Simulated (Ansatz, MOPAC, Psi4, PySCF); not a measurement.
Process, species as SMILES: C=CC#N + 2 C (CH4) → C#N (CHN) [formonitrile] + C=C (C2H4) + CC (C2H6) [ethane]

Wanted: bond separation energy (enthalpy at 298 K), in kcal/mol. Terms: frozen cores in correlated levels; non-relativistic; no spin-orbit coupling; no dispersion term unless named; six Cartesian d functions in 6-31G* and its kin unless marked 5d. First-principles rows: single points at B3LYP-D3(BJ) geometries (Ansatz, an electronic-structure program), with unscaled harmonic terms from B3LYP/6-31G* (Ansatz) at its own minima. Semi-empirical rows: MOPAC heats of formation at their own minima for 298 K. The Hartree-Fock reference of C=CC#N is unstable towards a lower, spin-broken solution.

Measured values: Active Thermochemical Tables 1.112 (ions: stationary electron), as tabulated in the package chemicals; G2/97 table in ASE (Curtiss et al.); they hold spin-orbit and core effects, anharmonicity. 

Value to compare with, the measured value: 15.9 kcal/mol.

```json
[
 {"level": "MNDO", "program": "MOPAC", "bond separation energy (enthalpy at 298 K) (kcal/mol)": "11.1", "error": "-4.8"},
 {"level": "HF/STO-3G", "program": "Ansatz", "bond separation energy (enthalpy at 298 K) (kcal/mol)": "16.1", "error": "0.2"},
 {"level": "HF/3-21G", "program": "Ansatz", "bond separation energy (enthalpy at 298 K) (kcal/mol)": "16.3", "error": "0.4"},
 {"level": "BP86/def2-SVP", "program": "PySCF", "bond separation energy (enthalpy at 298 K) (kcal/mol)": "16.9", "error": "1.0"},
 {"level": "B3LYP/6-31G*", "program": "Ansatz", "bond separation energy (enthalpy at 298 K) (kcal/mol)": "17.9", "error": "2.0"},
 {"level": "B3LYP/6-31+G*", "program": "Ansatz", "bond separation energy (enthalpy at 298 K) (kcal/mol)": "16.8", "error": "0.9"},
 {"level": "B3LYP/def2-SVP", "program": "Ansatz", "bond separation energy (enthalpy at 298 K) (kcal/mol)": "16.0", "error": "0.1"},
 {"level": "wB97X-D/6-31G*", "program": "Psi4", "bond separation energy (enthalpy at 298 K) (kcal/mol)": "16.2", "error": "0.3"},
 {"level": "MP2/6-31G*", "program": "Ansatz", "bond separation energy (enthalpy at 298 K) (kcal/mol)": "15.9", "error": "0.0"},
 {"level": "PBE/def2-TZVPD", "program": "Ansatz", "bond separation energy (enthalpy at 298 K) (kcal/mol)": "17.0", "error": "1.1"},
 {"level": "B3LYP/def2-TZVPD", "program": "Ansatz", "bond separation energy (enthalpy at 298 K) (kcal/mol)": "15.9", "error": "0.0"}
]
```

Among the 9 habitual levels, MNDO lies farthest from the measured value (-4.8 kcal/mol); 7 of 9 lie above it, and their mean absolute error is 1.1 kcal/mol, the median 0.4. One case shows no general order.

The levels are drawn from those run, B3LYP/6-31G* more often than the rest, none by its result; left out are runs that failed, that the program found above a lower state of the same kind, or whose <S^2> lies over 0.5 above the pure value.
